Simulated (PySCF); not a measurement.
Species: C₄H₁₁P.
Numbering: `[CH2:1]=[P:2]([CH3:3])([CH3:4])[CH3:5]` (hydrogens: H6, H7 on C1; H8, H9, H10 on C3; H11, H12, H13 on C4; H14, H15, H16 on C5)

Computed, not measured: PySCF 2.14.0, PBE0-D3(BJ)/def2-SVP geometry optimisation, gas phase.

Q: List the bond lengths and angles at this level.

A: 
| bond | length (pm) |
| --- | --- |
| C1=P2 | 167.3 |
| P2–C3 | 185.6 |
| P2–C4, P2–C5 | 182.0 |
| C1–H6, C1–H7 | 109.3 |
| C3–H8 and 8 like bonds | 110.0 |

Bonds in one row agree within 1 pm and their mean is given. A selection of angles:
| angle | degrees |
| --- | --- |
| P2–C1–H6 | 117.6 |
| H6–C1–H7 | 117.0 |
| C1–P2–C3 | 123.0 |
| C1–P2–C4 | 110.9 |
| C3–P2–C4 | 101.5 |
| C4–P2–C5 | 107.6 |
| P2–C3–H8 | 113.2 |
| P2–C3–H9 | 108.5 |
| P2–C3–H10 | 108.5 |
| H8–C3–H9 | 109.3 |
| H9–C3–H10 | 107.9 |
| P2–C4–H13 | 111.7 |

P2 (phosphorus bonded to 4 C) is distorted tetrahedral (angles from 101.5° to 123.0°). The C–P distances run from 1.673 Å (C1=P2, drawn double) to 1.856 Å (P2–C3, drawn single), a spread of 0.183 Å.

No PBE0-D3(BJ)/def2-SVP frequencies stand behind this structure, so it isn't proved a minimum.
